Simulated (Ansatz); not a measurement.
# BSiHO (triplet): wave-function methods side by side, cc-pVDZ

An exercise on one series of results from a longer session: the logs are not shown, and one member is left open.

Computed with Ansatz 0.2.0, Gaussian basis. Level: cc-pVDZ, core rule «outside noble gas», up to 7 orbitals frozen.

To be run: UHF; CCSD(T) on ROHF; CCSD(T) on UHF; BCCD(T) on ROHF; CISD; CCSDT(Q) on ROHF; CCSDT(Q) on UHF.

27 further runs of the same task are left out: 9 that didn't finish, 18 set aside as unsound or not needed.

**The geometry**

The geometry is a PBE0/def2-TZVP stationary point (not a proven minimum).

4 atoms, charge 0, spin multiplicity 3.

Atoms are counted from 1 here; the program's logs count them from 0.

Bond lengths: B1–O2 1.301 Å, B1–H4 1.196 Å, O2–Si3 1.661 Å. Angles: O2–B1–H4 128.4°, B1–O2–Si3 176.8°.

The first run:

in.yaml

```yaml
crystal:
  periodic: [false, false, false]
  atoms:
    - {symbol: B, position_ang: [0.000012, -0.289616, 0.856663]}
    - {symbol: O, position_ang: [-0.000018, -0.171632, -0.439229]}
    - {symbol: Si, position_ang: [0.000003, -0.114843, -2.099559]}
    - {symbol: H, position_ang: [0.000004, 0.576091, 1.682126]}
basis:
  gaussian: {orbitals: cc-pVDZ}
magnetization: {spin_polarized: true, initial_magnetization: 2}
hamiltonian: {xc: hf}
output: {orbitals: {seedname: orbitals}}
```

On the command line:

```sh
ansatz run in.yaml --threads 1 --pin off --events-out ev --progress --plain --max-ram 2393MiB
```

Among the steps run: UHF; CCSD(T) on ROHF; CCSD(T) on UHF; BCCD(T) on ROHF; CISD; CCSDT(Q) on ROHF; CCSDT(Q) on UHF.

One table of the session follows, with a row left open; its other results are not shown here.

```
   method  from UCCSDT(Q) (meV)
     ROHF               +9537.6
      UHF               +9375.0
     RMP2               +1156.1
     UMP2               +1153.1
     CISD               +1278.3
    RCCSD                +361.2
    UCCSD                     ?
 RCCSD(T)                 +71.5
 UCCSD(T)                 +71.1
  BCCD(T)                 +62.9
   RCCSDT                 +30.9
   UCCSDT                 +30.9
RCCSDT(Q)                  +5.7
UCCSDT(Q)                     0
```

**Question.** Estimate the row for UCCSD.

As computed: from UCCSDT(Q) (meV): +357.9. In the column «from UCCSDT(Q) (meV)» it lies between RCCSD(T) (+71.5) and RCCSD (+361.2).

With the free atoms at the same levels and basis (separate runs), the atomisation energy is 12.193 eV at UCCSDT(Q), 12.151 eV at RCCSD(T), 12.149 eV at UCCSD(T), 9.591 eV at ROHF.

Caveats from the session: Restricted and unrestricted rows rest on different reference determinants; where their highest levels disagree by more than a few hundredths of an eV, they describe different states and don't form one ladder.
